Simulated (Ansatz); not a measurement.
A run of Ansatz (development build ahead of 0.2.0) on singlet C2H3N at this shape:

```csv
atom,x (Å),y (Å),z (Å)
C,0.0000,0.0000,-1.0808
C,0.0000,0.0000,0.2560
N,0.0000,0.0000,1.3203
H,0.0000,-0.9489,-1.4312
H,-0.8218,0.4744,-1.4312
H,0.8218,0.4744,-1.4312
```

Its results:

| Item | Value |
| --- | --- |
| Converged | yes |
| Reference energy | -131.89308 hartree |
| Correlation energy | -0.40050 hartree |
| Total energy | -132.29358 hartree |
| Spin squared of the determinant | 0.000 |

**Question.** Which input gives this output? Name the method, the orbitals and the basis set, and write the input.

**Answer.** RHF-MP2 in cc-pVDZ. An unrestricted run that stays on the closed shell gives the same numbers.

```yaml
crystal:
  periodic: [false, false, false]
  atoms:
    - { symbol: C, position_ang: [0.0, 0.0, -1.0808] }
    - { symbol: C, position_ang: [0.0, 0.0, 0.25601] }
    - { symbol: "N", position_ang: [0.0, 0.0, 1.32033] }
    - { symbol: H, position_ang: [0.0, -0.94889, -1.4312] }
    - { symbol: H, position_ang: [-0.82176, 0.47444, -1.4312] }
    - { symbol: H, position_ang: [0.82176, 0.47444, -1.4312] }
basis:
  gaussian: { orbitals: cc-pVDZ }
hamiltonian:
  xc: hf
correlation:
  method: mp2
  frozen_orbitals: { C: 1, H: 0, "N": 1 }
```

Caution: no unrestricted run beside it, a lower state can exist.
